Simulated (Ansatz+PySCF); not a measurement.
Two shapes of singlet C2H4 in separate pieces.

Shape 1:

```xyz
6

C     0.0000    0.0000   -0.6653
C     0.0000    0.0000    3.3266
H     0.0000   -0.9311   -1.2403
H     0.0000    0.9311   -1.2403
H     0.0000   -0.9311    3.9016
H     0.0000    0.9311    3.9016
```

Shape 2:

```xyz
6

C     0.0000    0.0000   -0.6653
C     0.0000    0.0000    1.9959
H     0.0000   -0.9311   -1.2403
H     0.0000    0.9311   -1.2403
H     0.0000   -0.9311    2.5709
H     0.0000    0.9311    2.5709
```

Basis set: cc-pVDZ (spherical functions). Charge 0, multiplicity 1.

Computed with Ansatz (development build ahead of 0.2.0); each method stands on the lowest determinant of its kind that the runs found.

(1) Which shape is lower in energy, and by how much in each method?

Answers

(1)

```tsv
method	E(2) − E(1) (eV)
PBE (unrestricted)	-0.800
PBE0 (restricted)	-0.197
PBE0 (unrestricted)	-0.581
r²SCAN (restricted)	-0.865
ωB97X (unrestricted)	-0.729
```

Shape 2 is lower. Caution for PBE (unrestricted): the unrestricted determinant is spin contaminated. Caution for PBE0 (restricted), r²SCAN (restricted): an unrestricted determinant lies well below. Caution for PBE0 (unrestricted), ωB97X (unrestricted): the unrestricted determinant is a mixture of spin states; the determinant breaks the point group.
